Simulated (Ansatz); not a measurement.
Born–Oppenheimer molecular dynamics of C2H5NS (9 atoms, charge 0, multiplicity 1). It starts from a relaxed structure.

Computed with Ansatz 0.2.0, RKS PBE/6-31G*.

```yaml
ensemble: NVT, Langevin thermostat
time_step: 0.5 fs
steps_asked: 100
set_temperature: 500 K
friction: 1 /fs
seed: 275456
```

First frame:

```xyz
9
Properties=species:S:1:pos:R:3
C 0.185 1.101 -0.358
N -0.434 -0.205 -0.166
C 0.093 -1.209 0.564
S -0.592 -2.701 0.803
H 1.171 1.010 -0.848
H 0.312 1.633 0.601
H -0.465 1.708 -1.004
H -1.339 -0.398 -0.600
H 1.068 -0.940 1.007
```

Task: How far do the bonds stretch over the last three quarters of this one trajectory? (Pairs bonded in most of those frames.)

Result: 
```tsv
bond	mean (Å)	spread (Å)	shortest	longest
C1–N2	1.459	0.021	1.42	1.49
C1–H5	1.112	0.030	1.05	1.19
C1–H6	1.121	0.063	0.99	1.26
C1–H7	1.108	0.035	1.04	1.16
N2–C3	1.399	0.020	1.37	1.44
N2–H8	1.027	0.026	0.99	1.10
C3–S4	1.627	0.058	1.53	1.73
C3–H9	1.118	0.048	1.04	1.21
```

Mean temperature of the second half: 534 K. A run of 0.05 ps of so small a system gives no equilibrium averages. The friction is so strong that the motion is overdamped, so the time scale means little.

Run time: 2.5 min on 1 thread of AMD EPYC 7R43 64-Core Processor (Zen 3), on a shared host, peak memory 0.11 GiB.
